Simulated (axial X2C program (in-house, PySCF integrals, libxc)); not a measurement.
MgS⁻: from the spin-free to the two-component result

Computed with an in-house relativistic program for diatomic molecules. Spin-free means the one-electron spin-free X2C Hamiltonian; two-component (2c) means X2C with spin–orbit coupling and atomic mean-field two-electron Coulomb and Gaunt terms, so the difference of the two also holds small scalar two-electron terms. Basis: S dyall-av3z [9s8p3d2f], Mg dyall-av3z [10s9p6d4f] (cores contracted in-house); Gaussian nuclei, density fitting, unrestricted open shells. Masses: S 31.972 u, Mg 23.985 u.

Spin-free state: M_S = 1/2, Λ = 0 (beyond evenly filled blocks: σα); fragments S- + Mg.

| level | Re (Å) | ωe (cm⁻¹) | De (eV) | μ (D) |
| --- | --- | --- | --- | --- |
| PBE0 | 2.211 | 484.2 | 2.224 | 1.87 |
| M06 | 2.206 | 481.8 | 2.131 | 1.68 |

Dipoles are positive if Mg is the positive end and refer to the centre of mass.

Two-component determinant lowest at the distance of the search:

Ω = 1/2 (⟨Sz⟩ = 0.50, ⟨Lz⟩ = 0.00 at PBE0); fragments S- + Mg.

| level | Re (Å) | ωe (cm⁻¹) | De (eV) | μ (D) |
| --- | --- | --- | --- | --- |
| PBE0 | 2.211 | 483.9 | 2.222 | 1.87 |
| M06 | 2.206 | 481.4 | 2.110 | 1.67 |

(1) From the two tables, how do the constants change at the PBE0 level (2c against spin-free)?

The state is a single determinant with fixed occupations, the lowest that a limited PBE0 search found. De is counted from the lowest determinant-based energies of the atoms at the same level, without counterpoise correction. Density functionals use the spin component along the axis (collinear). The 2c atoms are single determinants rather than J levels; their spin–orbit lowering is only partly caught, and De is too large by that part. This holds for PBE0. Without a current term, density functionals place determinants with orbital angular momentum somewhat too high. The highest occupied level of some functionals is positive through self-interaction error; at Hartree–Fock it is bound.

## Answers

(1) At the PBE0 level Re is unchanged within 0.001 Å and ωe drops by 0.3 cm⁻¹; De is not compared, since the atomic limits differ or miss part of their spin–orbit lowering.
